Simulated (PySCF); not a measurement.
# input.py for AlO⁻

The script input.py:

```python
from pyscf import gto, scf, mp

mol = gto.M(
    atom='Al 0 0 0; O 0 0 1.535',
    basis='jorge-dzp',
    charge=-1,
    spin=0,
    verbose=4,
)
mf = scf.RHF(mol)
mf.kernel()
mp.MP2(mf, frozen=6).kernel()
mf.dip_moment()
print('orbital energies (hartree):', mf.mo_energy[..., max(0, mol.nelec[1]-3):mol.nelec[0]+3].round(4))
```

```bash
$ OMP_NUM_THREADS=1 python input.py
```

The log (some set-up lines and the per-cycle HOMO/LUMO lines with their warnings removed):

```
PySCF version 2.14.0

[INPUT] verbose = 4
[INPUT] num. atoms = 2
[INPUT] num. electrons = 22
[INPUT] charge = -1
[INPUT] spin (= nelec alpha-beta = 2S) = 0
[INPUT] symmetry False subgroup None
[INPUT] Mole.unit = angstrom
[INPUT] Symbol           X                Y                Z      unit          X                Y                Z       unit  Magmom
[INPUT]  1 Al     0.000000000000   0.000000000000   0.000000000000 AA    0.000000000000   0.000000000000   0.000000000000 Bohr   0.0
[INPUT]  2 O      0.000000000000   0.000000000000   1.535000000000 AA    0.000000000000   0.000000000000   2.900729601207 Bohr   0.0

nuclear repulsion = 35.8530488180326
number of shells = 19
number of NR pGTOs = 73
number of NR cGTOs = 39
basis = jorge-dzp
ecp = {}

******** <class 'pyscf.scf.hf.RHF'> ********
method = RHF
initial guess = minao
damping factor = 0
level_shift factor = 0
DIIS = <class 'pyscf.scf.diis.CDIIS'>
diis_start_cycle = 1
diis_space = 8
diis_damp = 0
SCF conv_tol = 1e-09
SCF conv_tol_grad = None
SCF max_cycles = 50
direct_scf = True
direct_scf_tol = 1e-13
Set gradient conv threshold to 3.16228e-05
Initial guess from minao.
init E= -316.632763311946
cycle= 1 E= -316.554454927677  delta_E= 0.0783  |g|= 0.945  |ddm|= 1.44
cycle= 2 E= -316.435387413422  delta_E= 0.119  |g|= 1.25  |ddm|= 1.79
cycle= 3 E= -316.787609011952  delta_E= -0.352  |g|= 0.0585  |ddm|= 0.963
cycle= 4 E= -316.79004662394  delta_E= -0.00244  |g|= 0.0136  |ddm|= 0.159
cycle= 5 E= -316.790259394768  delta_E= -0.000213  |g|= 0.00363  |ddm|= 0.0525
cycle= 6 E= -316.790269959998  delta_E= -1.06e-05  |g|= 0.00128  |ddm|= 0.0113
cycle= 7 E= -316.790271037526  delta_E= -1.08e-06  |g|= 0.000337  |ddm|= 0.00345
cycle= 8 E= -316.790271145055  delta_E= -1.08e-07  |g|= 7.74e-05  |ddm|= 0.00105
cycle= 9 E= -316.790271150856  delta_E= -5.8e-09  |g|= 1.3e-05  |ddm|= 0.000285
cycle= 10 E= -316.790271150951  delta_E= -9.51e-11  |g|= 3.88e-06  |ddm|= 4.26e-05
Extra cycle  E= -316.790271150958  delta_E= -7.22e-12  |g|= 2.27e-06  |ddm|= 1.03e-05
converged SCF energy = -316.790271150958

******** <class 'pyscf.mp.mp2.RMP2'> ********
nocc = 5, nmo = 33
frozen orbitals 6
E(RMP2) = -317.04534065374  E_corr = -0.255069502782306
E(SCS-RMP2) = -317.038024504756  E_corr = -0.247753353797572
E_corr(same-spin) = -0.0673039033167635
E_corr(oppo-spin) = -0.187765599465542

WARN: System has nonzero charge -1; the dipole moment is origin-dependent.
Location of origin: [0. 0. 0.]

Dipole moment(X, Y, Z, Debye):  0.00000, -0.00000, -3.82770
orbital energies (hartree): [-0.174  -0.174  -0.0832  0.2679  0.2679  0.3395]
```

In short: E(SCF) = -316.790271 Eh, 10 cycles, E(MP2) − E(SCF) = -0.25507 Eh.

Run time: 1.4 s on 1 thread of Intel Xeon Platinum 8259CL @ 2.50GHz (shared host).

The basis has no diffuse functions, which an anion needs. Stability towards an unrestricted solution was not tested. The bond length is a typed value, not an optimised one. The dipole of an ion depends on the origin.
